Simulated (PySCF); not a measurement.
**Computed spin Hamiltonian**

Species: NH₂ (doublet state).
Z-matrix (Å and degrees, PBE0-D3(BJ)/def2-SVP geometry), rows numbered from 1:
```
N 
H   1  1.0341
H   1  1.0341  2  101.37
```

As a line formula: `[NH2]` [radical].

Theory: UKS B3LYP, IGLO-III on N, pcH-1 on H, non-relativistic, mean-field spin-orbit, GIAO in PySCF 2.14.0. Isolated species at its PBE0-D3(BJ)/def2-SVP geometry, gas phase.

- g1, g2, g3: 2.00212, 2.00379, 2.00715
- g_iso: 2.00435
- Form of g: rhombic: the two nearest values differ by 33 % of g3 − g1
- ⟨S²⟩: 0.7532 (exact 0.7500)
- HOMO–LUMO gap, α and β orbitals: 9.47, 5.22 eV
- Total energy: -55.90721 Eh
- Basis functions: 55

Hyperfine couplings atom by atom, in MHz; T1 to T3 are the principal values of the dipolar part; ρ(0) is the spin density at the nucleus:

```tsv
atom	isotope	a_iso	T1	T2	T3	Mulliken spin population	ρ(0) (bohr⁻³)
N1	14N	27.8	-44.8	-43.9	88.7	1.08	0.0861
H2	1H	-63.4	-54.0	-8.8	62.8	-0.04	-0.0142
H3	1H	-63.4	-54.0	-8.8	62.8	-0.04	-0.0142
```

The largest Mulliken spin population is on N1 (+1.08).

Axes: g1 is normal to the molecular plane.

Under fast tumbling the dipolar parts average out, and these isotropic splittings remain: 2 × 1H (H2/H3, I = 1/2, 3 lines) with 2.26 mT and 1 × 14N (N1, I = 1, 3 lines) with 0.99 mT.

β density exceeds α density at some nuclei, such as H2/H3 (-0.0142), spin density in bohr⁻³. In a single determinant that takes different orbitals for the two spins, that is spin polarisation.

On an x86-64 server with one thread, on a shared host, this took 1.9 s of wall time.
